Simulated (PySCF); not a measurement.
**NaCl: mean field, correlation and small terms against distance**

State: ¹Σ⁺, singlet, closed shell. RHF-based CCSD(T) in PySCF 2.14 with Na cc-pCVDZ, Cl aug-cc-pV(D+d)Z and Na cc-pCVTZ, Cl aug-cc-pV(T+d)Z (frozen core orbitals: 6; no relativity). Correlation energies are extrapolated as n⁻³ (n = 2, 3), Hartree–Fock as (n+1)·exp(−9√n). CV is the change on freezing 2 orbitals instead, in Na cc-pCVTZ, Cl cc-pwCVTZ. SR is the spin-free X2C energy in Na cc-pCVTZ-DK, Cl cc-pVTZ-DK less the non-relativistic one in Na cc-pCVTZ, Cl cc-pVTZ. All energies in eV from Na + Cl.

```
 R (Å)  HF/CBS  CCSD corr.      (T)       CV      SR   total
2.0852  -2.567      -1.078  -0.1026  -0.0115  0.0113  -3.747
2.1800  -2.839      -1.056  -0.1023  -0.0095  0.0135  -3.993
2.2748  -2.981      -1.040  -0.1026  -0.0080  0.0151  -4.117
2.3695  -3.031      -1.029  -0.1031  -0.0069  0.0162  -4.153
2.4643  -3.017      -1.020  -0.1039  -0.0060  0.0169  -4.129
2.5828  -2.939      -1.012  -0.1050  -0.0051  0.0176  -4.043
2.7013  -2.818      -1.006  -0.1062  -0.0044  0.0180  -3.916
```

A fit to the total gives Re = 2.3740 Å, De = 4.153 eV, ωe = 358.1 cm⁻¹, Be = 0.2156 cm⁻¹ (masses 22.9898 and 34.9689 u).

Task: At R = 2.3695 Å the CCSD correlation energy is -0.364374 hartree in the smaller basis and -0.490989 in the larger. Extrapolate it.

Result: (3³·E3 − 2³·E2)/(3³ − 2³) = -0.54430 hartree; the larger basis holds 90.2 % of it.

The T1 diagnostic is 0.007. The open-shell atoms are computed with UHF. Spin–orbit coupling, excitations beyond (T) and corrections to the Born–Oppenheimer picture are left out.
